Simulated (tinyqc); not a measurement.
Inside a calculation. Method: extended Hueckel theory, for N2-. The parameters take no account of the charge, which enters only through the electron count, and nothing here shows that the anion is bound. One step of it, computed by the program tinyqc.

Problem. Wolfsberg-Helmholz matrix. H_ij = K' S_ij (H_ii + H_jj)/2 for i != j (the diagonal keeps H_ii), with K' = 1.5.

overlap S, order 1N 2s, 1N 2px, 1N 2py, 1N 2pz, 2N 2s, 2N 2px, 2N 2py, 2N 2pz:
$$\begin{pmatrix}
1.000000 & 0.000000 & 0.000000 & 0.000000 & 0.378304 & 0.000000 & 0.000000 & -0.393641 \\
0.000000 & 1.000000 & 0.000000 & 0.000000 & 0.000000 & 0.221373 & 0.000000 & 0.000000 \\
0.000000 & 0.000000 & 1.000000 & 0.000000 & 0.000000 & 0.000000 & 0.221373 & 0.000000 \\
0.000000 & 0.000000 & 0.000000 & 1.000000 & 0.393641 & 0.000000 & 0.000000 & -0.332607 \\
0.378304 & 0.000000 & 0.000000 & 0.393641 & 1.000000 & 0.000000 & 0.000000 & 0.000000 \\
0.000000 & 0.221373 & 0.000000 & 0.000000 & 0.000000 & 1.000000 & 0.000000 & 0.000000 \\
0.000000 & 0.000000 & 0.221373 & 0.000000 & 0.000000 & 0.000000 & 1.000000 & 0.000000 \\
-0.393641 & 0.000000 & 0.000000 & -0.332607 & 0.000000 & 0.000000 & 0.000000 & 1.000000
\end{pmatrix}$$

diagonal H_ii (eV): 1N 2s -26.000000, 1N 2px -13.400000, 1N 2py -13.400000, 1N 2pz -13.400000, 2N 2s -26.000000, 2N 2px -13.400000, 2N 2py -13.400000, 2N 2pz -13.400000

K = 1.500000

Give: H.

Solution.

H (eV), order 1N 2s, 1N 2px, 1N 2py, 1N 2pz, 2N 2s, 2N 2px, 2N 2py, 2N 2pz:
$$\begin{pmatrix}
-26.000 & 0.000 & 0.000 & 0.000 & -14.754 & 0.000 & 0.000 & 11.632 \\
0.000 & -13.400 & 0.000 & 0.000 & 0.000 & -4.450 & 0.000 & 0.000 \\
0.000 & 0.000 & -13.400 & 0.000 & 0.000 & 0.000 & -4.450 & 0.000 \\
0.000 & 0.000 & 0.000 & -13.400 & -11.632 & 0.000 & 0.000 & 6.685 \\
-14.754 & 0.000 & 0.000 & -11.632 & -26.000 & 0.000 & 0.000 & 0.000 \\
0.000 & -4.450 & 0.000 & 0.000 & 0.000 & -13.400 & 0.000 & 0.000 \\
0.000 & 0.000 & -4.450 & 0.000 & 0.000 & 0.000 & -13.400 & 0.000 \\
11.632 & 0.000 & 0.000 & 6.685 & 0.000 & 0.000 & 0.000 & -13.400
\end{pmatrix}$$
